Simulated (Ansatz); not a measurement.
Ansatz (a first-principles code) input (CCSD(T)/cc-pVDZ):

Ansatz 0.2 input:
```yaml
crystal:
  periodic: [false, false, false]
  atoms:
    - {symbol: C, position_ang: [-0.00000000, -0.00000000, -0.59839493]}
    - {symbol: C, position_ang: [0.00000000, 0.00000000, 0.59839493]}
    - {symbol: H, position_ang: [0.00000000, 0.00000000, 1.66106699]}
    - {symbol: H, position_ang: [-0.00000000, -0.00000000, -1.66106699]}
basis:
  gaussian:
    orbitals: cc-pVDZ
magnetization: {spin_polarized: false}
correlation: {method: ccsd_t, electrons: outside_noble_gas}
```

Output:

```
Functional definition: HF
integrals: 0.01 GiB planned
352 factors; integrals over basis functions are off by at most 1.2e-3 eV
mean field: 0.06 GiB planned
mean field evaluation 1: about -2089.4041 eV, gradient 1.9e1 eV
mean field evaluation 2: about -2089.4071 eV, gradient 1.9e1 eV
mean field evaluation 4: about -2090.5345 eV, gradient 1.4e0 eV
mean field evaluation 8: about -2090.5415 eV, gradient 2.7e-5 eV
mean field evaluation 16: about -2090.5415 eV, gradient 1.4e-6 eV
mean field -2090.54150378 eV, -76.8259832440 hartree, gradient 1.4e-6 eV, S^2 0.000000; 0 other end points of the search recorded, 0 dependent functions left out
2 core orbitals not correlated
reference -2090.54150378 eV, -76.8259832440 hartree; 5, 5 occupied and 31, 31 virtual orbitals, 352 factors
second order -6.92248376 eV of doubles, -0.00000000 eV of singles
coupled cluster: 0.06 GiB planned
cycle   1  -7.09326844 eV  change   -1.7e-1 eV  update   6.6e-2
cycle   2  -7.32606590 eV  change   -2.3e-1 eV  update   2.2e-2
cycle   3  -7.38302463 eV  change   -5.7e-2 eV  update   1.0e-2
cycle   4  -7.38985616 eV  change   -6.8e-3 eV  update   3.1e-3
cycle   5  -7.39047326 eV  change   -6.2e-4 eV  update   6.4e-4
cycle   6  -7.39064571 eV  change   -1.7e-4 eV  update   1.7e-4
cycle   7  -7.39071225 eV  change   -6.7e-5 eV  update   3.5e-5
cycle   8  -7.39070531 eV  change    6.9e-6 eV  update   8.3e-6
perturbative correction -0.29712102 eV, -0.0109189962 hartree
Total energy: -2098.22933011 eV, -77.1085056507 hartree
```
